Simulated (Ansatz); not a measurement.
**α-phase B**

Calculation: LDA in Ansatz (plane waves, PAW).

Settings: plane-wave cutoff 500 eV, 8×8×8 k mesh, gaussian smearing 0.02 eV, scalar-relativistic PAW data made under PBE.

Cell (relaxed at this level):

B has the trigonal space group R-3m, hexagonal axes (No. 166), Pearson symbol hR12. Conventional cell: a = 4.841 Å, b = 4.841 Å, c = 12.393 Å, α = 90.00°, β = 90.00°, γ = 120.00°. B1 on 18h is coordinated by 6 B at 1.656–1.778 Å. B2 on 18h has 5 B at 1.759–1.778 Å and 2 B at 1.978 Å. (Neighbours: up to the widest gap in distance over summed covalent radii, below 1.35, at either atom.)
(The calculation used a cell of 12 atoms; values per cell refer to that cell.)

```json
{
  "band_gap": "1.38 eV (on the SCF k mesh)"
}
```

Measured, for comparison: band gap 2.15 ± 0.02 eV (temperature not stated, not corrected to a static lattice, EELS, this work, our sources range from 2.00 to 2.40; as tabulated in Parakhonskiy et al. (2011), doi:10.1038/srep00096). Computed (rounded) less measured: band gap not scored (sources differ).

Static lattice: no zero-point or thermal effects.

Computing time: around 60 core-seconds (rough).

Ansatz is a program for electronic structure.
